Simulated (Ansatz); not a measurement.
Ansatz (a first-principles code) input (B3LYP/6-31G*):

Ansatz 0.2 input:
```yaml
crystal:
  periodic: [false, false, false]
  atoms:
    - {symbol: C, position_ang: [1.17105687, -0.36802746, 0.02557589]}
    - {symbol: C, position_ang: [-0.11246137, 0.53472327, 0.00032131]}
    - {symbol: N, position_ang: [-1.35505455, -0.12872045, 0.08181974]}
    - {symbol: H, position_ang: [2.13081063, 0.19444511, 0.01616905]}
    - {symbol: H, position_ang: [1.14561557, -1.01753335, 0.91352665]}
    - {symbol: H, position_ang: [1.17222825, -1.03125331, -0.85539854]}
    - {symbol: H, position_ang: [0.09321269, 1.23748156, -0.89259657]}
    - {symbol: H, position_ang: [-0.00420843, 1.22103560, 0.87362844]}
    - {symbol: H, position_ang: [-1.40384991, -0.70330720, -0.78345031]}
basis:
  gaussian:
    orbitals: 6-31G*
hamiltonian:
  xc: {name: B3LYP}
total_charge: -1
phonons: {temperatures: {t_min: 298.15, t_max: 298.15, t_step: 100}}
```

Output:

```
WARN ansatz: RAYON_NUM_THREADS=1 ignored (pool sized by the plan → 1); use --threads N
Functional definition: B3LYP
integrals: 0.02 GiB planned
696 factors; integrals over basis functions are off by at most 4.2e-4 eV
mean field: 0.15 GiB planned
mean field evaluation 1: about -3656.3498 eV, gradient 3.9e1 eV
mean field evaluation 2: about -3644.7567 eV, gradient 7.6e1 eV
mean field evaluation 4: about -3659.6725 eV, gradient 4.3e0 eV
mean field evaluation 8: about -3659.7122 eV, gradient 7.4e-2 eV
mean field -3659.71218263 eV, -134.4919420696 hartree, gradient 1.8e-5 eV, S^2 0.000000; 0 other end points of the search recorded, 0 dependent functions left out
the calculation of the forces begins
reference -3659.71239813 eV, -134.4919499892 hartree; 13, 13 occupied and 44, 44 virtual orbitals, 696 factors
these checks for a lower state are left out or cut short: stability, starts, cluster_reference, orbital_swaps, neighbouring_geometries, increment
integrals: 0.02 GiB planned
696 factors; integrals over basis functions are off by at most 4.2e-4 eV
mean field: 0.15 GiB planned
mean field evaluation 16: about -3659.7161 eV, gradient 1.4e-1 eV
mean field -3659.71205376 eV, -134.4919373339 hartree, gradient 2.4e-6 eV, S^2 0.000000; 0 other end points of the search recorded, 0 dependent functions left out
the calculation of the forces begins
reference -3659.71226921 eV, -134.4919452515 hartree; 13, 13 occupied and 44, 44 virtual orbitals, 696 factors
these checks for a lower state are left out or cut short: stability, starts, cluster_reference, orbital_swaps, neighbouring_geometries, increment
integrals: 0.02 GiB planned
696 factors; integrals over basis functions are off by at most 4.3e-4 eV
mean field: 0.15 GiB planned
mean field -3659.71205701 eV, -134.4919374530 hartree, gradient 2.2e-6 eV, S^2 0.000000; 0 other end points of the search recorded, 0 dependent functions left out
the calculation of the forces begins
reference -3659.71227256 eV, -134.4919453745 hartree; 13, 13 occupied and 44, 44 virtual orbitals, 696 factors
these checks for a lower state are left out or cut short: stability, starts, cluster_reference, orbital_swaps, neighbouring_geometries, increment
integrals: 0.02 GiB planned
696 factors; integrals over basis functions are off by at most 4.2e-4 eV
mean field: 0.15 GiB planned
mean field evaluation 32: about -3659.7120 eV, gradient 1.9e-6 eV
mean field -3659.71203369 eV, -134.4919365961 hartree, gradient 1.9e-6 eV, S^2 0.000000; 0 other end points of the search recorded, 0 dependent functions left out
the calculation of the forces begins
reference -3659.71224925 eV, -134.4919445178 hartree; 13, 13 occupied and 44, 44 virtual orbitals, 696 factors
these checks for a lower state are left out or cut short: stability, starts, cluster_reference, orbital_swaps, neighbouring_geometries, increment
integrals: 0.02 GiB planned
696 factors; integrals over basis functions are off by at most 4.3e-4 eV
mean field: 0.15 GiB planned
mean field -3659.71203052 eV, -134.4919364796 hartree, gradient 1.8e-6 eV, S^2 0.000000; 0 other end points of the search recorded, 0 dependent functions left out
the calculation of the forces begins
reference -3659.71224596 eV, -134.4919443971 hartree; 13, 13 occupied and 44, 44 virtual orbitals, 696 factors
these checks for a lower state are left out or cut short: stability, starts, cluster_reference, orbital_swaps, neighbouring_geometries, increment
integrals: 0.02 GiB planned
696 factors; integrals over basis functions are off by at most 4.2e-4 eV
mean field: 0.15 GiB planned
mean field -3659.71201388 eV, -134.4919358680 hartree, gradient 1.3e-6 eV, S^2 0.000000; 0 other end points of the search recorded, 0 dependent functions left out
the calculation of the forces begins
reference -3659.71222938 eV, -134.4919437877 hartree; 13, 13 occupied and 44, 44 virtual orbitals, 696 factors
these checks for a lower state are left out or cut short: stability, starts, cluster_reference, orbital_swaps, neighbouring_geometries, increment
integrals: 0.02 GiB planned
696 factors; integrals over basis functions are off by at most 4.2e-4 eV
mean field: 0.15 GiB planned
mean field -3659.71201668 eV, -134.4919359710 hartree, gradient 1.1e-6 eV, S^2 0.000000; 0 other end points of the search recorded, 0 dependent functions left out
the calculation of the forces begins
reference -3659.71223218 eV, -134.4919438904 hartree; 13, 13 occupied and 44, 44 virtual orbitals, 696 factors
these checks for a lower state are left out or cut short: stability, starts, cluster_reference, orbital_swaps, neighbouring_geometries, increment
integrals: 0.02 GiB planned
696 factors; integrals over basis functions are off by at most 4.2e-4 eV
mean field: 0.15 GiB planned
[...]
the calculation of the forces begins
reference -3659.71235200 eV, -134.4919482938 hartree; 13, 13 occupied and 44, 44 virtual orbitals, 696 factors
these checks for a lower state are left out or cut short: stability, starts, cluster_reference, orbital_swaps, neighbouring_geometries, increment
integrals: 0.02 GiB planned
696 factors; integrals over basis functions are off by at most 4.2e-4 eV
mean field: 0.15 GiB planned
mean field -3659.71216212 eV, -134.4919413158 hartree, gradient 9.2e-6 eV, S^2 0.000000; 0 other end points of the search recorded, 0 dependent functions left out
the calculation of the forces begins
reference -3659.71237763 eV, -134.4919492356 hartree; 13, 13 occupied and 44, 44 virtual orbitals, 696 factors
these checks for a lower state are left out or cut short: stability, starts, cluster_reference, orbital_swaps, neighbouring_geometries, increment
integrals: 0.02 GiB planned
696 factors; integrals over basis functions are off by at most 4.2e-4 eV
mean field: 0.15 GiB planned
mean field -3659.71216544 eV, -134.4919414379 hartree, gradient 9.4e-6 eV, S^2 0.000000; 0 other end points of the search recorded, 0 dependent functions left out
the calculation of the forces begins
reference -3659.71238094 eV, -134.4919493572 hartree; 13, 13 occupied and 44, 44 virtual orbitals, 696 factors
these checks for a lower state are left out or cut short: stability, starts, cluster_reference, orbital_swaps, neighbouring_geometries, increment
integrals: 0.02 GiB planned
696 factors; integrals over basis functions are off by at most 4.2e-4 eV
mean field: 0.15 GiB planned
mean field -3659.71214176 eV, -134.4919405676 hartree, gradient 1.7e-6 eV, S^2 0.000000; 0 other end points of the search recorded, 0 dependent functions left out
the calculation of the forces begins
reference -3659.71235731 eV, -134.4919484889 hartree; 13, 13 occupied and 44, 44 virtual orbitals, 696 factors
these checks for a lower state are left out or cut short: stability, starts, cluster_reference, orbital_swaps, neighbouring_geometries, increment
integrals: 0.02 GiB planned
696 factors; integrals over basis functions are off by at most 4.2e-4 eV
mean field: 0.15 GiB planned
mean field -3659.71214043 eV, -134.4919405190 hartree, gradient 1.4e-6 eV, S^2 0.000000; 0 other end points of the search recorded, 0 dependent functions left out
the calculation of the forces begins
reference -3659.71235589 eV, -134.4919484367 hartree; 13, 13 occupied and 44, 44 virtual orbitals, 696 factors
these checks for a lower state are left out or cut short: stability, starts, cluster_reference, orbital_swaps, neighbouring_geometries, increment
integrals: 0.02 GiB planned
696 factors; integrals over basis functions are off by at most 4.2e-4 eV
mean field: 0.15 GiB planned
mean field -3659.71212350 eV, -134.4919398967 hartree, gradient 1.9e-6 eV, S^2 0.000000; 0 other end points of the search recorded, 0 dependent functions left out
the calculation of the forces begins
reference -3659.71233906 eV, -134.4919478184 hartree; 13, 13 occupied and 44, 44 virtual orbitals, 696 factors
these checks for a lower state are left out or cut short: stability, starts, cluster_reference, orbital_swaps, neighbouring_geometries, increment
integrals: 0.02 GiB planned
696 factors; integrals over basis functions are off by at most 4.2e-4 eV
mean field: 0.15 GiB planned
mean field evaluation 288: about -3659.7121 eV, gradient 1.9e-6 eV
mean field -3659.71212127 eV, -134.4919398148 hartree, gradient 1.9e-6 eV, S^2 0.000000; 0 other end points of the search recorded, 0 dependent functions left out
the calculation of the forces begins
reference -3659.71233672 eV, -134.4919477323 hartree; 13, 13 occupied and 44, 44 virtual orbitals, 696 factors
these checks for a lower state are left out or cut short: stability, starts, cluster_reference, orbital_swaps, neighbouring_geometries, increment
integrals: 0.02 GiB planned
696 factors; integrals over basis functions are off by at most 4.2e-4 eV
mean field: 0.15 GiB planned
mean field -3659.71216754 eV, -134.4919415151 hartree, gradient 2.2e-6 eV, S^2 0.000000; 0 other end points of the search recorded, 0 dependent functions left out
the calculation of the forces begins
reference -3659.71238302 eV, -134.4919494339 hartree; 13, 13 occupied and 44, 44 virtual orbitals, 696 factors
these checks for a lower state are left out or cut short: stability, starts, cluster_reference, orbital_swaps, neighbouring_geometries, increment
integrals: 0.02 GiB planned
696 factors; integrals over basis functions are off by at most 4.2e-4 eV
mean field: 0.15 GiB planned
mean field -3659.71216934 eV, -134.4919415814 hartree, gradient 1.9e-6 eV, S^2 0.000000; 0 other end points of the search recorded, 0 dependent functions left out
the calculation of the forces begins
reference -3659.71238487 eV, -134.4919495017 hartree; 13, 13 occupied and 44, 44 virtual orbitals, 696 factors
these checks for a lower state are left out or cut short: stability, starts, cluster_reference, orbital_swaps, neighbouring_geometries, increment
integrals: 0.02 GiB planned
696 factors; integrals over basis functions are off by at most 4.2e-4 eV
mean field: 0.15 GiB planned
mean field -3659.71214315 eV, -134.4919406188 hartree, gradient 1.6e-6 eV, S^2 0.000000; 0 other end points of the search recorded, 0 dependent functions left out
the calculation of the forces begins
reference -3659.71235861 eV, -134.4919485366 hartree; 13, 13 occupied and 44, 44 virtual orbitals, 696 factors
these checks for a lower state are left out or cut short: stability, starts, cluster_reference, orbital_swaps, neighbouring_geometries, increment
integrals: 0.02 GiB planned
696 factors; integrals over basis functions are off by at most 4.2e-4 eV
mean field: 0.15 GiB planned
mean field -3659.71214674 eV, -134.4919407506 hartree, gradient 1.0e-6 eV, S^2 0.000000; 0 other end points of the search recorded, 0 dependent functions left out
the calculation of the forces begins
reference -3659.71236229 eV, -134.4919486719 hartree; 13, 13 occupied and 44, 44 virtual orbitals, 696 factors
these checks for a lower state are left out or cut short: stability, starts, cluster_reference, orbital_swaps, neighbouring_geometries, increment
integrals: 0.02 GiB planned
696 factors; integrals over basis functions are off by at most 4.2e-4 eV
mean field: 0.15 GiB planned
mean field -3659.71210444 eV, -134.4919391962 hartree, gradient 2.0e-6 eV, S^2 0.000000; 0 other end points of the search recorded, 0 dependent functions left out
the calculation of the forces begins
reference -3659.71231986 eV, -134.4919471127 hartree; 13, 13 occupied and 44, 44 virtual orbitals, 696 factors
these checks for a lower state are left out or cut short: stability, starts, cluster_reference, orbital_swaps, neighbouring_geometries, increment
integrals: 0.02 GiB planned
696 factors; integrals over basis functions are off by at most 4.2e-4 eV
mean field: 0.15 GiB planned
mean field evaluation 320: about -3659.7163 eV, gradient 1.0e-1 eV
mean field -3659.71210991 eV, -134.4919393972 hartree, gradient 1.1e-6 eV, S^2 0.000000; 0 other end points of the search recorded, 0 dependent functions left out
the calculation of the forces begins
reference -3659.71232549 eV, -134.4919473197 hartree; 13, 13 occupied and 44, 44 virtual orbitals, 696 factors
Total energy: -3659.71239813 eV, -134.4919499892 hartree
Atom 0 at     1.171057    -0.368027     0.025576 Å, force    -0.000591     0.000622    -0.000554 eV/Å
Atom 1 at    -0.112461     0.534723     0.000321 Å, force    -0.001062     0.000724    -0.000239 eV/Å
Atom 2 at    -1.355055    -0.128720     0.081820 Å, force     0.000899     0.000897     0.001091 eV/Å
Atom 3 at     2.130811     0.194445     0.016169 Å, force     0.000395    -0.000039     0.000058 eV/Å
Atom 4 at     1.145616    -1.017533     0.913527 Å, force     0.000365    -0.000325     0.000276 eV/Å
Atom 5 at     1.172228    -1.031253    -0.855399 Å, force     0.000488    -0.000928    -0.000449 eV/Å
Atom 6 at     0.093213     1.237482    -0.892597 Å, force     0.000529    -0.000482     0.000416 eV/Å
Atom 7 at    -0.004208     1.221036     0.873628 Å, force    -0.000661     0.000240     0.000372 eV/Å
Atom 8 at    -1.403850    -0.703307    -0.783450 Å, force    -0.000363    -0.000710    -0.000971 eV/Å
Dipole moment:     0.791091    -0.060769    -0.148505 e Å
Vibrations: 294.66 375.77 451.33 777.87 794.88 1016.51 1058.62 1128.36 1283.11 1364.97 1388.86 1392.19 1482.78 1494.87 1527.62 2377.47 2822.37 2878.73 3003.70 3046.99 3168.24 cm⁻¹, zero-point energy 2.053791 eV
```

The blocks after the first are displaced geometries, from whose forces the wavenumbers follow.

The dipole moment of an ion depends on the origin.
